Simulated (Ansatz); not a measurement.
## Pressure series in SiC

Start from SiC in the zinc blende structure (space group F-43m, No. 216).

```xyz
2
Lattice="0.0000 2.1782 2.1782 2.1782 0.0000 2.1782 2.1782 2.1782 0.0000" Properties=species:S:1:pos:R:3 pbc="T T T"
Si     0.0000     0.0000     0.0000
C      1.0891     1.0891     1.0891
```

Cell and atoms are relaxed at each pressure.

The values are results of r2SCAN/PAW in Ansatz (a program for electronic structure), scalar-relativistic without spin-orbit coupling, not measurements.

| pressure (GPa) | volume per atom (Å³/atom) |
|---|---|
| -2 | 10.427 |
| -1 | ? |
| 0 | 10.334 |
| 0.9 | 10.293 |
| 2.1 | 10.241 |
| 9 | 9.960 |
| 15 | 9.743 |
| 22.5 | 9.499 |
| 30 | 9.281 |

Task: Fit the third-order Birch–Murnaghan form P(V) = (3B₀/2)[(V₀/V)^(7/3) − (V₀/V)^(5/3)]·[1 + (3/4)(B₀′ − 4)((V₀/V)^(2/3) − 1)] (squares taken in P) to the rows shown and predict the withheld row.

Result: Least squares on the printed values gives V₀ = 10.334 Å³/atom, B₀ = 228 GPa, B₀′ = 3.8; this predicts 10.380 Å³/atom, and the run gives 10.380 Å³/atom, in agreement.

Measured bulk modulus of SiC: 229.1 GPa (static lattice; corrected from measurement; as listed in Daniel Mejia-Rodriguez, S. B. Trickey, Phys. Rev. B (2018)); the computed value is 1 % below it.

Load acts through the strain it causes; cell and atoms are relaxed under it. Stability against distortions was not tested. Competing high-pressure phases were not computed.
